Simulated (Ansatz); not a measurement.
Chalcopyrite CuGaSe2, treated with HISS (Ansatz, a quantum-chemistry and plane-wave program, PAW).

Run with plane-wave cutoff 460 eV, 6×6×6 k mesh, Fermi–Dirac smearing 0.01 eV, no spin polarisation, scalar-relativistic PAW data made under PBE.

Cell (measured lattice):

```yaml
crystal:
  lattice:
    - [2.80955, -2.80955, 5.51300]
    - [-2.80955, 2.80955, 5.51300]
    - [-2.80955, -2.80955, -5.51300]
  atoms:
    - { symbol: Ga, position: [0.50000, 0.50000, 0.00000] }
    - { symbol: Ga, position: [0.25000, 0.75000, 0.50000] }
    - { symbol: Cu, position: [0.00000, 0.00000, 0.00000] }
    - { symbol: Cu, position: [0.75000, 0.25000, 0.50000] }
    - { symbol: Se, position: [0.87500, 0.87438, 0.49938] }
    - { symbol: Se, position: [0.12562, 0.62500, 0.00062] }
    - { symbol: Se, position: [0.37500, 0.37562, 0.50062] }
    - { symbol: Se, position: [0.62438, 0.12500, 0.99938] }
```

Q: Estimate the band gap that the calculation returns.

A: 
band gap: 1.91 eV (on the SCF k mesh) (direct)

Measured, for comparison: band gap 1.67 eV (temperature not stated, no zero-point or thermal correction, direct or pseudo-direct at Γ; as tabulated in Ghosh et al. (2024), arXiv:2401.16805).

Note: cell and atoms aren't relaxed at this level (largest force component 0.19 eV/Å).

Spin–orbit coupling is not included.
